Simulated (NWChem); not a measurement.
All runs are NWChem calculations. System: O (+1), charge 1, spin multiplicity 4. Its SCF solution wasn't tested for a lower state. Level: G0W0@UPBE/def2-TZVP, RI basis def2-tzvp-rifit.

The NWChem input:

```
start mol
memory heap 200 mb stack 700 mb global 1700 mb
charge 1
geometry units angstroms nocenter noautoz
  O      0.000000     0.000000     0.000000
  symmetry group D2h
end
basis spherical
  * library def2-tzvp
end
basis "ri basis" bse spherical
  * library def2-tzvp-rifit
end
dft
  xc xpbe96 cpbe96
  odft
  mult 4
  iterations 100
  direct
  tolerances tight
end
task dft energy
gw
  states alpha occ 4 vir 2
  states beta occ 4 vir 2
end
task dft gw
```

Output (cleaned and shortened):

```
             Northwest Computational Chemistry Package (NWChem) 7.3.0
             --------------------------------------------------------

                                NWChem Input Module
                                -------------------

 Scaling coordinates for geometry "geometry" by  1.889725989
 (inverse scale =  0.529177249)

                             Geometry "geometry" -> ""
                             -------------------------

 Output coordinates in angstroms (scale by  1.889725989 to convert to a.u.)

  No.       Tag          Charge          X              Y              Z
 ---- ---------------- ---------- -------------- -------------- --------------
    1 O                    8.0000     0.00000000     0.00000000     0.00000000

 Effective nuclear repulsion energy (a.u.)       0.0000000000

            Nuclear Dipole moment (a.u.)
            ----------------------------
        X                 Y               Z
 ---------------- ---------------- ----------------
     0.0000000000     0.0000000000     0.0000000000

      Symmetry information
      --------------------

 Group name             D2h
 Group number             26
 Group order               8
 No. of unique centers     1

      Symmetry unique atoms

     1


 Summary of "ao basis" -> "" (spherical)
 ------------------------------------------------------------------------------
       Tag                 Description            Shells   Functions and Types
 ---------------- ------------------------------  ------  ---------------------
 *                         def2-tzvp                  on all atoms

 new library libraries.bse/

 Summary of "ri basis" -> "" (spherical)
 ------------------------------------------------------------------------------
       Tag                 Description            Shells   Functions and Types
 ---------------- ------------------------------  ------  ---------------------
 *                      def2-tzvp-rifit               on all atoms

  pbe96 is a nonlocal functional; adding pw91lda local functional.

                                 NWChem DFT Module
                                 -----------------

 Summary of "ao basis" -> "ao basis" (spherical)
 ------------------------------------------------------------------------------
       Tag                 Description            Shells   Functions and Types
 ---------------- ------------------------------  ------  ---------------------
 O                         def2-tzvp                11       31   5s3p2d1f

 Summary of "ao basis" -> "ao basis" (spherical)
 ------------------------------------------------------------------------------
       Tag                 Description            Shells   Functions and Types
 ---------------- ------------------------------  ------  ---------------------
 O                         def2-tzvp                11       31   5s3p2d1f

      Symmetry analysis of basis
      --------------------------

        ag          9
        au          1
        b1g         2
        b1u         5
        b2g         2
        b2u         5
        b3g         2
        b3u         5

            General Information
            -------------------
          SCF calculation type: DFT
          Wavefunction type:  spin polarized.
          No. of atoms     :     1
          No. of electrons :     7
           Alpha electrons :     5
            Beta electrons :     2
          Charge           :     1
          Spin multiplicity:     4
          Use of symmetry is: on ; symmetry adaption is: on
[...]
   Bfn.  Coefficient  Atom+Function         Bfn.  Coefficient  Atom+Function
  ----- ------------  ---------------      ----- ------------  ---------------
    13      1.221844  1 O  py                10     -0.494071  1 O  py
     7     -0.302737  1 O  py

                     DFT Final Beta Molecular Orbital Analysis
                     -----------------------------------------

 Vector    1  Occ=1.000000D+00  E=-1.950165D+01  Symmetry=ag
              MO Center= -1.1D-27,  5.3D-26, -5.6D-28, r^2= 1.5D-02
   Bfn.  Coefficient  Atom+Function         Bfn.  Coefficient  Atom+Function
  ----- ------------  ---------------      ----- ------------  ---------------
     2      0.639499  1 O  s                  1      0.436027  1 O  s
     3      0.030785  1 O  s

 Vector    2  Occ=1.000000D+00  E=-1.309343D+00  Symmetry=ag
              MO Center=  4.6D-43, -2.2D-41,  2.3D-43, r^2= 4.2D-01
   Bfn.  Coefficient  Atom+Function         Bfn.  Coefficient  Atom+Function
  ----- ------------  ---------------      ----- ------------  ---------------
     4      0.551196  1 O  s                  3      0.412576  1 O  s
     2     -0.265730  1 O  s                  5      0.170086  1 O  s
     1     -0.113626  1 O  s

 Vector    3  Occ=0.000000D+00  E=-7.570673D-01  Symmetry=b2u
              MO Center= -2.6D-34, -5.3D-26,  5.8D-34, r^2= 5.0D-01
   Bfn.  Coefficient  Atom+Function         Bfn.  Coefficient  Atom+Function
  ----- ------------  ---------------      ----- ------------  ---------------
     7      0.541785  1 O  py                10      0.440654  1 O  py
    13      0.207160  1 O  py

 Vector    4  Occ=0.000000D+00  E=-7.570673D-01  Symmetry=b3u
              MO Center=  1.1D-27,  6.2D-33,  2.0D-32, r^2= 5.0D-01
   Bfn.  Coefficient  Atom+Function         Bfn.  Coefficient  Atom+Function
  ----- ------------  ---------------      ----- ------------  ---------------
     6      0.541785  1 O  px                 9      0.440654  1 O  px
    12      0.207160  1 O  px

 Vector    5  Occ=0.000000D+00  E=-7.570673D-01  Symmetry=b1u
              MO Center=  2.1D-34,  5.0D-34,  5.6D-28, r^2= 5.0D-01
   Bfn.  Coefficient  Atom+Function         Bfn.  Coefficient  Atom+Function
  ----- ------------  ---------------      ----- ------------  ---------------
     8      0.541785  1 O  pz                11      0.440654  1 O  pz
    14      0.207160  1 O  pz

   alpha - beta orbital overlaps
   -----------------------------

   alpha      1      2      3      4      5      6      7      8      9     10
    beta      1      2      4      3      5      6      7      8      9     10
 overlap   1.000  0.999  0.997  0.997  0.997  0.999  0.997  0.997  0.997  1.000

   alpha     11     12     13     14     15     16     17     18     19     20
    beta     14     11     13     12     15     16     17     18     19     21
 overlap   0.986  1.000  0.986  1.000  1.000  1.000  1.000  1.000  0.999  0.999

   alpha     21     22     23     24     25     26     27     28     29     30
    beta     22     24     23     20     25     27     26     28     29     30
 overlap   0.999  0.861  0.861  0.999  1.000  0.795  0.795  1.000  1.000  1.000

   alpha     31
    beta     31
 overlap   1.000

     --------------------------
     Expectation value of S2:
     --------------------------
      <S2> =      3.7518 (Exact =     3.7500)

 Task  times  cpu:        0.4s     wall:        0.4s

                                NWChem Input Module
                                -------------------

                                 NWChem GW Module
                                 ----------------

                             ***********************
                             ***        GW       ***
                             ***********************

 Summary of "ri basis" -> "ri basis" (spherical)
 ------------------------------------------------------------------------------
       Tag                 Description            Shells   Functions and Types
 ---------------- ------------------------------  ------  ---------------------
 O                      def2-tzvp-rifit             22       76   8s6p4d3f1g

                 Memory Information
                 ------------------
          Available GA per process is          1700.0 MBs
          Available stack per process is        700.0 MBs
          Available heap per process is           0.0 MBs

          Peak memory in Initialization
              Peak GA per process is                  0.3 MBs
              Peak stack per process is               0.0 MBs
              Peak heap per process is                0.3 MBs
              Memory not in MA per process            0.0 MBs

          Peak memory in AFF Calculation
              Peak GA per process is                  0.6 MBs
              Peak stack per process is               0.3 MBs
              Peak heap per process is                0.0 MBs
              Memory not in MA per process            0.3 MBs

          Computing 2-center integrals
          Computing Inverse Cholesky factor
          Computing 3-center integrals
          Computing V_xc ...

          Computing Sigma_x
          Computing RPA polarizability
          Solving quasiparticle equations

                  Alpha Orbitals
          State     Energy (eV)     Error (eV)
          -----------------------------------
@GW         2        -41.877           0.004
@GW         3        -33.947           0.005
@GW         4        -33.947           0.005
@GW         5        -33.947           0.005
@GW         6          1.558           0.002
@GW         7          3.805           0.002

                   Beta Orbitals
          State     Energy (eV)     Error (eV)
          -----------------------------------
@GW         1       -552.320           0.004
@GW         2        -42.689           0.004
@GW         3        -13.466           0.004
@GW         4        -13.466           0.004

   Applying  -7.5771 eV scissor-shift to rest of particle states

   Applying   4.0380 eV scissor-shift to rest of hole states

   Applying   7.1353 eV scissor-shift to rest of hole states

     GW Timing Statistics
   ------------------------
   Init.   :          0.1s
     ERIs  :          0.0s
     Distr.:          0.0s
     Vxc   :          0.0s
   Sigma_x :          0.0s
   RPA     :          0.0s
   Wmn     :          0.0s
   Sigma_c :          0.0s
   GW total:          0.1s

 Task  times  cpu:        0.1s     wall:        0.1s

 Total times  cpu:        0.6s     wall:        0.6s
```
